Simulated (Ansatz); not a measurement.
# CHAl (singlet): the correlation ladder, 6-31G

The task here is to estimate one member of a computed series from the others.

The runs use Ansatz 0.2.0, Gaussian basis; 6-31G, core rule «outside noble gas», up to 6 orbitals frozen.

The runs, in order: UHF; CCSD(T) on RHF; CCSD(T) on UHF; BCCD(T) on RHF; CISD; CCSDT(Q) on RHF; CCSDT(Q) on UHF; CISDTQ; CCSDTQ on RHF; CCSDTQ on UHF; CASSCF and MRCISD+Q, 8 electrons in 9 orbitals; CASSCF and NEVPT2, 8 electrons in 9 orbitals; Full CI.

22 further runs of the same task are left out: 4 that didn't finish, 18 set aside as unsound or not needed.

### What is computed

The geometry is a PBE0/def2-TZVP stationary point (not a proven minimum) of the parent state, kept for this charge and spin.

3 atoms, charge 0, spin multiplicity 1.

Atoms are counted from 1 here; the program's logs count them from 0.

Bond lengths: Al1–C2 1.916 Å, Al1–H3 1.601 Å. Angles: C2–Al1–H3 180.0°.

Set-up of the first run:

The input, in.yaml:

```yaml
crystal:
  periodic: [false, false, false]
  atoms:
    - {symbol: Al, position_ang: [0.000000, 0.000000, 0.105100]}
    - {symbol: C, position_ang: [0.000000, 0.000000, -1.811100]}
    - {symbol: H, position_ang: [0.000000, 0.000000, 1.706000]}
basis:
  gaussian: {orbitals: 6-31G}
magnetization: {spin_polarized: true, initial_magnetization: 0}
hamiltonian: {xc: hf}
output: {orbitals: {seedname: orbitals}}
```

The run is started by

```console
$ ansatz run in.yaml --threads 1 --pin off --events-out ev --progress --plain --max-ram 2393MiB
```

Steps of the session up to this table: UHF; CCSD(T) on RHF; CCSD(T) on UHF; BCCD(T) on RHF; CISD; CCSDT(Q) on RHF; CCSDT(Q) on UHF; CISDTQ; CCSDTQ on RHF; CCSDTQ on UHF; CASSCF and MRCISD+Q, 8 electrons in 9 orbitals; CASSCF and NEVPT2, 8 electrons in 9 orbitals; Full CI.

One of the session's tables, all rows but one given; the rest of the session is left out.

| method | from FCI (meV) |
| --- | --- |
| RHF | +4107.3 |
| RMP2 | +1059.6 |
| CISD | +587.2 |
| RCCSD | ? |
| RCCSD(T) | +120.6 |
| BCCD(T) | +128.2 |
| RCCSDT | +78.9 |
| CISDTQ | +66.3 |
| RCCSDT(Q) | +34.5 |
| RCCSDTQ | +5.8 |
| CASSCF valence | +927.0 |
| NEVPT2 valence | +256.1 |
| MRCISD valence | +28.9 |
| MRCISD+Q valence | +9.5 |
| FCI | 0 |

Estimate the missing values for RCCSD.

The run gave: from FCI (meV): +295.2. In the column «from FCI (meV)» it lies between NEVPT2 valence (+256.1) and CISD (+587.2).

Left out of the table: UHF, UMP2, UCCSD, UCCSD(T), UCCSDT, UCCSDT(Q), UCCSDTQ (another determinant or state than the rows shown).

Limits of these values: The report flags that the cluster equations may have other roots. The program flags RCCSDTQ as in doubt, so those rows may rest on another solution; read them beside their warnings.
